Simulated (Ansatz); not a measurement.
## Ansatz (development build ahead of 0.2.0) run

```yaml
crystal:
  periodic: [false, false, false]
  atoms:
    - { symbol: C, position_ang: [0.0, 0.0, 0.0] }
    - { symbol: O, position_ang: [0.0, 0.0, 1.8955] }
basis:
  gaussian: { orbitals: "6-31G" }
total_charge: 1
magnetization:
  spin_polarized: true
  initial_magnetization: 1
hamiltonian:
  xc: pbe0
scf:
  omitted_lower_state_checks: [starts, atomic_configurations, cluster_reference, orbital_swaps, given_window_search, neighbouring_geometries, increment]
output:
  forces: true
```

The input is written out in the form of the current development build from the run's settings.

The run gave:

```
Converged                       : yes
Total energy                    : -112.43689 hartree
Spin squared of the determinant : 1.517
Stability test                  : minimum
```

Forces (eV/Å):
| atom | Fx | Fy | Fz |
| --- | --- | --- | --- |
| C1 | 0.000 | 0.000 | 2.595 |
| O2 | 0.000 | 0.000 | -2.595 |

Caution: the unrestricted determinant is spin contaminated.
